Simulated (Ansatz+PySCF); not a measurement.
A calculation with PySCF 2.14.0.

```python
from pyscf import gto, scf, mp

# the (T+d) and (D+d) sets load through basis_set_exchange
mol = gto.M(atom="""
Si 0.000000 0.000000 0.067940
H 0.000000 1.365630 -0.366270
H 1.182670 -0.682820 -0.366270
H -1.182670 -0.682820 -0.366270
""", basis={'H': 'cc-pvtz', 'Si': 'cc-pv(t+d)z'}, charge=0, spin=1)
mf = scf.UHF(mol)
mf.kernel()
pt = mp.MP2(mf, frozen=5).run()
print(mf.e_tot, pt.e_corr, pt.e_tot)
```

The script is written out from the run's settings.

Output:

| Quantity | Value |
| --- | --- |
| Converged | yes |
| Reference energy | -290.64056 hartree |
| Correlation energy | -0.11646 hartree |
| Total energy | -290.75702 hartree |
| Spin squared of the determinant | 0.755 |
